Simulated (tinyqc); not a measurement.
Worked calculation (part 2 of 2): UKS/BLYP in the sto-6g basis, for OH+, spin multiplicity 3. Computed by tinyqc, a small Python program that keeps every step (integrals from PySCF). Command: `OMP_NUM_THREADS=1 python tinyqc.py 26466 26467 out.jsonl` (the two numbers bound the seeds that draw the settings). One thread of a shared host (Intel(R) Xeon(R) Processor @ 2.60GHz), about 2 s of CPU time with the checks.

Geometry (angstrom):
```
atom         x         y         z
O     0.000000  0.000000  0.000000
H     0.000000  0.000000  1.520000
```

## Iteration 2: building the Kohn-Sham matrix

D(alpha) after iteration 1, order 1O 1s, 1O 2s, 1O 2px, 1O 2py, 1O 2pz, 2H 1s:
$$\begin{pmatrix}
1.056367 & -0.243947 & 0.000000 & 0.000000 & 0.004344 & -0.000927 \\
-0.243947 & 1.056404 & 0.000000 & 0.000000 & -0.025441 & -0.001545 \\
0.000000 & 0.000000 & 1.000000 & 0.000000 & 0.000000 & 0.000000 \\
0.000000 & 0.000000 & 0.000000 & 1.000000 & 0.000000 & 0.000000 \\
0.004344 & -0.025441 & 0.000000 & 0.000000 & 0.937346 & 0.123132 \\
-0.000927 & -0.001545 & 0.000000 & 0.000000 & 0.123132 & 0.016179
\end{pmatrix}$$

D(beta) after iteration 1, order 1O 1s, 1O 2s, 1O 2px, 1O 2py, 1O 2pz, 2H 1s:
$$\begin{pmatrix}
1.056232 & -0.243321 & 0.000000 & 0.000000 & 0.005795 & -0.002797 \\
-0.243321 & 1.053795 & 0.000000 & 0.000000 & -0.032412 & 0.004028 \\
0.000000 & 0.000000 & 0.000000 & 0.000000 & 0.000000 & 0.000000 \\
0.000000 & 0.000000 & 0.000000 & 0.000000 & 0.000000 & 0.000000 \\
0.005795 & -0.032412 & 0.000000 & 0.000000 & 0.921993 & 0.145886 \\
-0.002797 & 0.004028 & 0.000000 & 0.000000 & 0.145886 & 0.023166
\end{pmatrix}$$

core Hamiltonian H = T + V (hartree), order 1O 1s, 1O 2s, 1O 2px, 1O 2py, 1O 2pz, 2H 1s:
$$\begin{pmatrix}
-32.279261 & -7.127777 & 0.000000 & 0.000000 & -0.006513 & -0.468645 \\
-7.127777 & -8.505744 & 0.000000 & 0.000000 & -0.077540 & -1.252464 \\
0.000000 & 0.000000 & -6.804279 & 0.000000 & 0.000000 & 0.000000 \\
0.000000 & 0.000000 & 0.000000 & -6.804279 & 0.000000 & 0.000000 \\
-0.006513 & -0.077540 & 0.000000 & 0.000000 & -6.841410 & -1.032160 \\
-0.468645 & -1.252464 & 0.000000 & 0.000000 & -1.032160 & -3.245942
\end{pmatrix}$$

Two-electron integrals (ij|kl) in chemists' order, unique and non-zero (hartree):
```
(11|11) 4.787491   (21|11) 0.675884   (21|21) 0.121505   (22|11) 1.117379
(22|21) 0.249212   (22|22) 0.817383   (31|31) 0.025762   (32|31) 0.039145
(32|32) 0.180664   (33|11) 1.117381   (33|21) 0.249212   (33|22) 0.817382
(33|33) 0.880663   (41|41) 0.025762   (42|41) 0.039145   (42|42) 0.180664
(43|43) 0.047461   (44|11) 1.117381   (44|21) 0.249212   (44|22) 0.817382
(44|33) 0.785741   (44|44) 0.880663   (51|51) 0.025762   (52|51) 0.039145
(52|52) 0.180664   (53|53) 0.047461   (54|54) 0.047461   (55|11) 1.117381
(55|21) 0.249212   (55|22) 0.817382   (55|33) 0.785741   (55|44) 0.785741
(55|55) 0.880663   (61|11) 0.046785   (61|21) 0.008076   (61|22) 0.016252
(61|33) 0.016219   (61|44) 0.016219   (61|51) 0.000395   (61|52) 0.000782
(61|55) 0.016317   (61|61) 0.000547   (62|11) 0.140663   (62|21) 0.031944
(62|22) 0.119598   (62|33) 0.117516   (62|44) 0.117516   (62|51) 0.002556
(62|52) 0.020529   (62|55) 0.123764   (62|61) 0.002143   (62|62) 0.024173
(63|31) 0.003168   (63|32) 0.019008   (63|53) 0.004035   (63|63) 0.003011
(64|41) 0.003168   (64|42) 0.019008   (64|54) 0.004035   (64|64) 0.003011
(65|11) 0.114903   (65|21) 0.026412   (65|22) 0.105178   (65|33) 0.100882
(65|44) 0.100882   (65|51) 0.004893   (65|52) 0.035021   (65|55) 0.113771
(65|61) 0.001834   (65|62) 0.025779   (65|65) 0.030064   (66|11) 0.346809
(66|21) 0.080123   (66|22) 0.344056   (66|33) 0.333772   (66|44) 0.333772
(66|51) 0.006310   (66|52) 0.072303   (66|55) 0.364626   (66|61) 0.005386
(66|62) 0.098695   (66|65) 0.119008   (66|66) 0.774999
```

nuclear repulsion = 2.78514322 hartree

V_xc(alpha) (hartree), order 1O 1s, 1O 2s, 1O 2px, 1O 2py, 1O 2pz, 2H 1s:
$$\begin{pmatrix}
-3.141823 & -0.387434 & 0.000000 & 0.000000 & 0.000327 & -0.027785 \\
-0.387434 & -0.816148 & 0.000000 & 0.000000 & 0.000631 & -0.102297 \\
0.000000 & 0.000000 & -0.814773 & 0.000000 & 0.000000 & 0.000000 \\
0.000000 & 0.000000 & 0.000000 & -0.814773 & 0.000000 & 0.000000 \\
0.000327 & 0.000631 & 0.000000 & 0.000000 & -0.818858 & -0.084056 \\
-0.027785 & -0.102297 & 0.000000 & 0.000000 & -0.084056 & -0.228131
\end{pmatrix}$$

V_xc(beta) (hartree), order 1O 1s, 1O 2s, 1O 2px, 1O 2py, 1O 2pz, 2H 1s:
$$\begin{pmatrix}
-3.112103 & -0.364027 & 0.000000 & 0.000000 & 0.000425 & -0.026433 \\
-0.364027 & -0.684382 & 0.000000 & 0.000000 & 0.001300 & -0.091437 \\
0.000000 & 0.000000 & -0.644024 & 0.000000 & 0.000000 & 0.000000 \\
0.000000 & 0.000000 & 0.000000 & -0.644024 & 0.000000 & 0.000000 \\
0.000425 & 0.001300 & 0.000000 & 0.000000 & -0.765128 & -0.081163 \\
-0.026433 & -0.091437 & 0.000000 & 0.000000 & -0.081163 & -0.242270
\end{pmatrix}$$

E_xc = sum of w rho eps_xc = -8.57245094 hartree

J_ij = sum D_kl (ij|kl) with D = D(alpha) + D(beta); F = H + J + V_xc; E = tr D H + tr D J / 2 + E_xc + E_nn.

Coulomb J (hartree), order 1O 1s, 1O 2s, 1O 2px, 1O 2py, 1O 2pz, 2H 1s:
$$\begin{pmatrix}
16.201435 & 2.814606 & 0.000000 & 0.000000 & -0.001116 & 0.189160 \\
2.814606 & 7.067701 & 0.000000 & 0.000000 & 0.001673 & 0.999094 \\
0.000000 & 0.000000 & 7.037785 & 0.000000 & 0.000000 & 0.000000 \\
0.000000 & 0.000000 & 0.000000 & 7.037785 & 0.000000 & 0.000000 \\
-0.001116 & 0.001673 & 0.000000 & 0.000000 & 7.127534 & 0.869273 \\
0.189160 & 0.999094 & 0.000000 & 0.000000 & 0.869273 & 2.812853
\end{pmatrix}$$

F(alpha) (hartree), order 1O 1s, 1O 2s, 1O 2px, 1O 2py, 1O 2pz, 2H 1s:
$$\begin{pmatrix}
-19.219648 & -4.700606 & 0.000000 & 0.000000 & -0.007302 & -0.307270 \\
-4.700606 & -2.254191 & 0.000000 & 0.000000 & -0.075236 & -0.355667 \\
0.000000 & 0.000000 & -0.581267 & 0.000000 & 0.000000 & 0.000000 \\
0.000000 & 0.000000 & 0.000000 & -0.581267 & 0.000000 & 0.000000 \\
-0.007302 & -0.075236 & 0.000000 & 0.000000 & -0.532734 & -0.246943 \\
-0.307270 & -0.355667 & 0.000000 & 0.000000 & -0.246943 & -0.661220
\end{pmatrix}$$

F(beta) (hartree), order 1O 1s, 1O 2s, 1O 2px, 1O 2py, 1O 2pz, 2H 1s:
$$\begin{pmatrix}
-19.189928 & -4.677198 & 0.000000 & 0.000000 & -0.007204 & -0.305919 \\
-4.677198 & -2.122425 & 0.000000 & 0.000000 & -0.074567 & -0.344807 \\
0.000000 & 0.000000 & -0.410518 & 0.000000 & 0.000000 & 0.000000 \\
0.000000 & 0.000000 & 0.000000 & -0.410518 & 0.000000 & 0.000000 \\
-0.007204 & -0.074567 & 0.000000 & 0.000000 & -0.479003 & -0.244050 \\
-0.305919 & -0.344807 & 0.000000 & 0.000000 & -0.244050 & -0.675359
\end{pmatrix}$$

total energy of this density = -74.83484341 hartree

## Iteration 2: DIIS over 2 matrices

error matrix X^T (FDS - SDF) X (alpha):
$$\begin{pmatrix}
0.000000 & -0.000104 & 0.000000 & 0.000000 & 0.085827 & 0.067839 \\
0.000104 & 0.000000 & 0.000000 & 0.000000 & 0.066958 & 0.052898 \\
0.000000 & 0.000000 & 0.000000 & 0.000000 & 0.000000 & 0.000000 \\
0.000000 & 0.000000 & 0.000000 & 0.000000 & 0.000000 & 0.000000 \\
-0.085827 & -0.066958 & 0.000000 & 0.000000 & 0.000000 & 0.022164 \\
-0.067839 & -0.052898 & 0.000000 & 0.000000 & -0.022164 & 0.000000
\end{pmatrix}$$

B (overlaps of the stored error matrices):
$$\begin{pmatrix}
2.0964944e-01 & -4.1366956e-02 \\
-4.1366956e-02 & 8.8943044e-02
\end{pmatrix}$$

Minimise |sum c_i e_i|^2 with sum c_i = 1: solve [B -1; -1 0][c; lambda] = [0; -1] with B_ij = tr e_i^T e_j summed over both spins, and take F = sum c_i F_i.

DIIS coefficients: [0.341728, 0.658272]

extrapolated F(alpha) (hartree), order 1O 1s, 1O 2s, 1O 2px, 1O 2py, 1O 2pz, 2H 1s:
$$\begin{pmatrix}
-19.712884 & -4.776318 & 0.000000 & 0.000000 & -0.005209 & -0.312412 \\
-4.776318 & -2.394911 & 0.000000 & 0.000000 & -0.054462 & -0.365687 \\
0.000000 & 0.000000 & -0.715067 & 0.000000 & 0.000000 & 0.000000 \\
0.000000 & 0.000000 & 0.000000 & -0.715067 & 0.000000 & 0.000000 \\
-0.005209 & -0.054462 & 0.000000 & 0.000000 & -0.687294 & -0.249942 \\
-0.312412 & -0.365687 & 0.000000 & 0.000000 & -0.249942 & -0.621540
\end{pmatrix}$$

extrapolated F(beta) (hartree), order 1O 1s, 1O 2s, 1O 2px, 1O 2py, 1O 2pz, 2H 1s:
$$\begin{pmatrix}
-19.547307 & -4.744377 & 0.000000 & 0.000000 & -0.005156 & -0.310314 \\
-4.744377 & -2.276283 & 0.000000 & 0.000000 & -0.054172 & -0.354467 \\
0.000000 & 0.000000 & -0.570734 & 0.000000 & 0.000000 & 0.000000 \\
0.000000 & 0.000000 & 0.000000 & -0.570734 & 0.000000 & 0.000000 \\
-0.005156 & -0.054172 & 0.000000 & 0.000000 & -0.620129 & -0.244550 \\
-0.310314 & -0.354467 & 0.000000 & 0.000000 & -0.244550 & -0.613836
\end{pmatrix}$$

## Iteration 2: diagonalisation and new density

X, order 1O 1s, 1O 2s, 1O 2px, 1O 2py, 1O 2pz, 2H 1s:
$$\begin{pmatrix}
-0.519475 & 0.616746 & 0.000000 & 0.000000 & -0.505857 & 0.389109 \\
0.774147 & -0.343797 & 0.000000 & 0.000000 & -0.302129 & 0.540295 \\
0.000000 & 0.000000 & 0.999986 & -0.005343 & 0.000000 & 0.000000 \\
0.000000 & 0.000000 & 0.005343 & 0.999986 & 0.000000 & 0.000000 \\
0.396952 & 0.657023 & 0.000000 & 0.000000 & 0.614243 & 0.270257 \\
-0.674148 & -0.483169 & 0.000000 & 0.000000 & 0.404531 & 0.479737
\end{pmatrix}$$

Diagonalise F' = X^T F X, C = X C', fill 5 alpha and 3 beta electrons from the bottom; D(s) = C_occ C_occ^T. Each column has its largest component positive (the first on a tie).

F' = X^T F X (alpha) (hartree):
$$\begin{pmatrix}
-3.038739 & 3.680301 & 0.000000 & 0.000000 & -3.680465 & 3.143979 \\
3.680301 & -5.953889 & 0.000000 & 0.000000 & 5.677819 & -5.157012 \\
0.000000 & 0.000000 & -0.715067 & 0.000000 & 0.000000 & 0.000000 \\
0.000000 & 0.000000 & 0.000000 & -0.715067 & 0.000000 & 0.000000 \\
-3.680465 & 5.677819 & 0.000000 & 0.000000 & -6.967480 & 5.787899 \\
3.143979 & -5.157012 & 0.000000 & 0.000000 & 5.787899 & -6.273309
\end{pmatrix}$$

orbital energies (alpha) (hartree): MO1 -19.715710, MO2 -1.314288, MO3 -0.737048, MO4 -0.715067, MO5 -0.715067, MO6 -0.466371

coefficients C (alpha), order 1O 1s, 1O 2s, 1O 2px, 1O 2py, 1O 2pz, 2H 1s:
$$\begin{pmatrix}
0.996954 & -0.246507 & 0.042660 & 0.000000 & 0.000000 & 0.032010 \\
0.012957 & 1.010333 & -0.207134 & 0.000000 & 0.000000 & -0.191975 \\
0.000000 & 0.000000 & 0.000000 & 0.041615 & 0.999134 & 0.000000 \\
0.000000 & 0.000000 & 0.000000 & 0.999134 & -0.041615 & 0.000000 \\
0.000625 & 0.085581 & 0.798111 & 0.000000 & 0.000000 & -0.628710 \\
-0.001703 & 0.055359 & 0.465971 & 0.000000 & 0.000000 & 0.928183
\end{pmatrix}$$

F' = X^T F X (beta) (hartree):
$$\begin{pmatrix}
-2.947540 & 3.631400 & 0.000000 & 0.000000 & -3.653138 & 3.164673 \\
3.631400 & -5.860673 & 0.000000 & 0.000000 & 5.664517 & -5.126260 \\
0.000000 & 0.000000 & -0.570734 & 0.000000 & 0.000000 & 0.000000 \\
0.000000 & 0.000000 & 0.000000 & -0.570734 & 0.000000 & 0.000000 \\
-3.653138 & 5.664517 & 0.000000 & 0.000000 & -6.878978 & 5.739006 \\
3.164673 & -5.126260 & 0.000000 & 0.000000 & 5.739006 & -6.185408
\end{pmatrix}$$

orbital energies (beta) (hartree): MO1 -19.550306, MO2 -1.197894, MO3 -0.688328, MO4 -0.570734, MO5 -0.570734, MO6 -0.436072

coefficients C (beta), order 1O 1s, 1O 2s, 1O 2px, 1O 2py, 1O 2pz, 2H 1s:
$$\begin{pmatrix}
0.996856 & -0.244934 & 0.052931 & 0.000000 & 0.000000 & 0.031794 \\
0.013362 & 1.000221 & -0.255037 & 0.000000 & 0.000000 & -0.187176 \\
0.000000 & 0.000000 & 0.000000 & 0.104025 & 0.994575 & 0.000000 \\
0.000000 & 0.000000 & 0.000000 & 0.994575 & -0.104025 & 0.000000 \\
0.000634 & 0.093917 & 0.725498 & 0.000000 & 0.000000 & -0.710222 \\
-0.001756 & 0.087034 & 0.558308 & 0.000000 & 0.000000 & 0.873175
\end{pmatrix}$$

D(alpha) after iteration 2, order 1O 1s, 1O 2s, 1O 2px, 1O 2py, 1O 2pz, 2H 1s:
$$\begin{pmatrix}
1.056503 & -0.244973 & 0.000000 & 0.000000 & 0.013574 & 0.004534 \\
-0.244973 & 1.063845 & 0.000000 & 0.000000 & -0.078842 & -0.040610 \\
0.000000 & 0.000000 & 1.000000 & 0.000000 & 0.000000 & 0.000000 \\
0.000000 & 0.000000 & 0.000000 & 1.000000 & 0.000000 & 0.000000 \\
0.013574 & -0.078842 & 0.000000 & 0.000000 & 0.644306 & 0.376634 \\
0.004534 & -0.040610 & 0.000000 & 0.000000 & 0.376634 & 0.220197
\end{pmatrix}$$

D(beta) after iteration 2, order 1O 1s, 1O 2s, 1O 2px, 1O 2py, 1O 2pz, 2H 1s:
$$\begin{pmatrix}
1.056517 & -0.245167 & 0.000000 & 0.000000 & 0.016030 & 0.006483 \\
-0.245167 & 1.065664 & 0.000000 & 0.000000 & -0.091083 & -0.055360 \\
0.000000 & 0.000000 & 0.000000 & 0.000000 & 0.000000 & 0.000000 \\
0.000000 & 0.000000 & 0.000000 & 0.000000 & 0.000000 & 0.000000 \\
0.016030 & -0.091083 & 0.000000 & 0.000000 & 0.535168 & 0.413224 \\
0.006483 & -0.055360 & 0.000000 & 0.000000 & 0.413224 & 0.319286
\end{pmatrix}$$

Within a degenerate level the vectors are fixed only up to a rotation; this is one choice.

## Iteration 9 (converged): orbitals

converged F(alpha) (hartree), order 1O 1s, 1O 2s, 1O 2px, 1O 2py, 1O 2pz, 2H 1s:
$$\begin{pmatrix}
-19.577027 & -4.777054 & 0.000000 & 0.000000 & -0.007200 & -0.312263 \\
-4.777054 & -2.458579 & 0.000000 & 0.000000 & -0.053337 & -0.369943 \\
0.000000 & 0.000000 & -0.780681 & 0.000000 & 0.000000 & 0.000000 \\
0.000000 & 0.000000 & 0.000000 & -0.780681 & 0.000000 & 0.000000 \\
-0.007200 & -0.053337 & 0.000000 & 0.000000 & -0.747069 & -0.250501 \\
-0.312263 & -0.369943 & 0.000000 & 0.000000 & -0.250501 & -0.588268
\end{pmatrix}$$

converged F(beta) (hartree), order 1O 1s, 1O 2s, 1O 2px, 1O 2py, 1O 2pz, 2H 1s:
$$\begin{pmatrix}
-19.544988 & -4.752237 & 0.000000 & 0.000000 & -0.006813 & -0.310795 \\
-4.752237 & -2.314675 & 0.000000 & 0.000000 & -0.050430 & -0.359368 \\
0.000000 & 0.000000 & -0.603700 & 0.000000 & 0.000000 & 0.000000 \\
0.000000 & 0.000000 & 0.000000 & -0.603700 & 0.000000 & 0.000000 \\
-0.006813 & -0.050430 & 0.000000 & 0.000000 & -0.669398 & -0.249044 \\
-0.310795 & -0.359368 & 0.000000 & 0.000000 & -0.249044 & -0.650140
\end{pmatrix}$$

As before.

F' = X^T F X (alpha) (hartree):
$$\begin{pmatrix}
-3.027582 & 3.650032 & 0.000000 & 0.000000 & -3.653952 & 3.073036 \\
3.650032 & -5.930732 & 0.000000 & 0.000000 & 5.597711 & -5.129875 \\
0.000000 & 0.000000 & -0.780681 & 0.000000 & 0.000000 & 0.000000 \\
0.000000 & 0.000000 & 0.000000 & -0.780681 & 0.000000 & 0.000000 \\
-3.653952 & 5.597711 & 0.000000 & 0.000000 & -6.954338 & 5.767898 \\
3.073036 & -5.129875 & 0.000000 & 0.000000 & 5.767898 & -6.270729
\end{pmatrix}$$

orbital energies (alpha) (hartree): MO1 -19.580782, MO2 -1.371357, MO3 -0.780681, MO4 -0.780681, MO5 -0.776258, MO6 -0.454983

coefficients C (alpha), order 1O 1s, 1O 2s, 1O 2px, 1O 2py, 1O 2pz, 2H 1s:
$$\begin{pmatrix}
0.996457 & -0.249294 & 0.000000 & 0.000000 & 0.035504 & 0.034559 \\
0.015015 & 1.014921 & 0.000000 & 0.000000 & -0.168556 & -0.204937 \\
0.000000 & 0.000000 & 0.992020 & -0.126082 & 0.000000 & 0.000000 \\
0.000000 & 0.000000 & 0.126082 & 0.992020 & 0.000000 & 0.000000 \\
0.000794 & 0.083099 & 0.000000 & 0.000000 & 0.876773 & -0.513757 \\
-0.001996 & 0.038896 & 0.000000 & 0.000000 & 0.336511 & 0.983343
\end{pmatrix}$$

F' = X^T F X (beta) (hartree):
$$\begin{pmatrix}
-2.977696 & 3.616225 & 0.000000 & 0.000000 & -3.643082 & 3.156177 \\
3.616225 & -5.892261 & 0.000000 & 0.000000 & 5.645374 & -5.118986 \\
0.000000 & 0.000000 & -0.603700 & 0.000000 & 0.000000 & 0.000000 \\
0.000000 & 0.000000 & 0.000000 & -0.603700 & 0.000000 & 0.000000 \\
-3.643082 & 5.645374 & 0.000000 & 0.000000 & -6.910020 & 5.731296 \\
3.156177 & -5.118986 & 0.000000 & 0.000000 & 5.731296 & -6.214664
\end{pmatrix}$$

orbital energies (beta) (hartree): MO1 -19.548223, MO2 -1.233170, MO3 -0.731795, MO4 -0.603700, MO5 -0.603700, MO6 -0.481454

coefficients C (beta), order 1O 1s, 1O 2s, 1O 2px, 1O 2py, 1O 2pz, 2H 1s:
$$\begin{pmatrix}
0.996729 & -0.245791 & 0.050353 & 0.000000 & 0.000000 & 0.033333 \\
0.013892 & 1.001959 & -0.242814 & 0.000000 & 0.000000 & -0.193973 \\
0.000000 & 0.000000 & 0.000000 & 0.999948 & -0.010244 & 0.000000 \\
0.000000 & 0.000000 & 0.000000 & 0.010244 & 0.999948 & 0.000000 \\
0.000738 & 0.088598 & 0.744906 & 0.000000 & 0.000000 & -0.690542 \\
-0.001845 & 0.083261 & 0.535329 & 0.000000 & 0.000000 & 0.887811
\end{pmatrix}$$

D(alpha) after iteration 9, order 1O 1s, 1O 2s, 1O 2px, 1O 2py, 1O 2pz, 2H 1s:
$$\begin{pmatrix}
1.056333 & -0.244036 & 0.000000 & 0.000000 & 0.011204 & 0.000262 \\
-0.244036 & 1.058700 & 0.000000 & 0.000000 & -0.063434 & -0.017274 \\
0.000000 & 0.000000 & 1.000000 & 0.000000 & 0.000000 & 0.000000 \\
0.000000 & 0.000000 & 0.000000 & 1.000000 & 0.000000 & 0.000000 \\
0.011204 & -0.063434 & 0.000000 & 0.000000 & 0.775637 & 0.298275 \\
0.000262 & -0.017274 & 0.000000 & 0.000000 & 0.298275 & 0.114757
\end{pmatrix}$$

D(beta) after iteration 9, order 1O 1s, 1O 2s, 1O 2px, 1O 2py, 1O 2pz, 2H 1s:
$$\begin{pmatrix}
1.056417 & -0.244653 & 0.000000 & 0.000000 & 0.016467 & 0.004652 \\
-0.244653 & 1.063074 & 0.000000 & 0.000000 & -0.092092 & -0.046587 \\
0.000000 & 0.000000 & 0.000000 & 0.000000 & 0.000000 & 0.000000 \\
0.000000 & 0.000000 & 0.000000 & 0.000000 & 0.000000 & 0.000000 \\
0.016467 & -0.092092 & 0.000000 & 0.000000 & 0.562735 & 0.406146 \\
0.004652 & -0.046587 & 0.000000 & 0.000000 & 0.406146 & 0.293513
\end{pmatrix}$$

Within a degenerate level the vectors are fixed only up to a rotation; this is one choice.

## Convergence

Stop when the energy changes by less than 1e-08 hartree and every element of the error matrix X^T (F D S - S D F) X (for each spin) is below 3e-05.

Course of the cycle:
```
iteration   E (hartree)     change  largest element of the error matrix
1          -70.86496923          -                             1.70e-01
2          -74.83484341  -3.97e+00                             9.01e-02
3          -74.93681937  -1.02e-01                             4.04e-02
4          -74.94773548  -1.09e-02                             1.15e-02
5          -74.94865142  -9.16e-04                             2.84e-03
6          -74.94875675  -1.05e-04                             1.13e-03
7          -74.94876578  -9.04e-06                             6.65e-05
8          -74.94876581  -2.96e-08                             7.28e-06
9          -74.94876581  -4.22e-10                             3.98e-07
```

PySCF UKS in the same basis, fine grid, after a stability check = -74.94676145 hartree

Converged in 9 iterations. The coarse grid moves the energy by -2.00e-03 hartree.

## Populations, bond orders and dipole

overlap S, order 1O 1s, 1O 2s, 1O 2px, 1O 2py, 1O 2pz, 2H 1s:
$$\begin{pmatrix}
1.000000 & 0.231145 & 0.000000 & 0.000000 & 0.000000 & 0.015095 \\
0.231145 & 1.000000 & 0.000000 & 0.000000 & 0.000000 & 0.194951 \\
0.000000 & 0.000000 & 1.000000 & 0.000000 & 0.000000 & 0.000000 \\
0.000000 & 0.000000 & 0.000000 & 1.000000 & 0.000000 & 0.000000 \\
0.000000 & 0.000000 & 0.000000 & 0.000000 & 1.000000 & 0.191292 \\
0.015095 & 0.194951 & 0.000000 & 0.000000 & 0.191292 & 1.000000
\end{pmatrix}$$

Mulliken: Z minus the diagonal of D S on the atom; Loewdin: the same with S^(1/2) D S^(1/2); Mayer order: 2 sum_s sum (D(s) S)_ij (D(s) S)_ji over the two atoms.

Charges (e):
```
atom  Mulliken   Loewdin  Mulliken spin
1O    0.530645  0.552789       2.193743
2H    0.469355  0.447211      -0.193743
```

Mayer bond orders:
```
pair     order
2-1   0.742169
```

dipole moment about the origin, x y z (debye): [0.000000, 0.000000, 3.656284]

<S^2> of the determinant (pure state: 2) = 2.046010
